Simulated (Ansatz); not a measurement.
Reaction (SMILES): S=C=S → C atom + 2 S atom
B3LYP-D3(BJ)/def2-TZVP geometries, fixed; electronic energies without zero-point terms.
Largest species:
```
C
S 1 1.5527
S 1 1.5527 2 180.00
```
Charge 0, spin multiplicity 1.

The atomisation energy at CCSD(T) with Ansatz (an electronic-structure program), in kcal/mol, split into its Hartree-Fock and correlation parts. Cores are frozen. Open shells are unrestricted. No added dispersion term, no relativity. Functions are those of the species that has most.

| basis | X | functions | Hartree-Fock | CCSD(T) |
|---|---|---|---|---|
| aug-cc-pV(D+d)Z | 2 | 87 | 159.81 | 251.36 |
| aug-cc-pV(T+d)Z | 3 | 156 | 163.53 | 267.80 |
| aug-cc-pV(Q+d)Z | 4 | 258 | 164.40 | 274.26 |

Worked estimate of the basis-set limit from each neighbouring pair, with Hartree-Fock from the larger set and the correlation part extrapolated as X^-3.
Correlation parts: X = 2: 91.55, X = 3: 104.27, X = 4: 109.86.
- (2,3): (27·(104.27) - 8·(91.55))/19 = 109.63; with Hartree-Fock 163.53 the estimate is 273.16 kcal/mol.
- (3,4): (64·(109.86) - 27·(104.27))/37 = 113.94; with Hartree-Fock 164.40 the estimate is 278.34 kcal/mol.
The last two estimates differ by 5.18 kcal/mol; the largest set lies 4.08 from the last. Over the last step Hartree-Fock moves by 0.87 and the correlation part by 5.59.
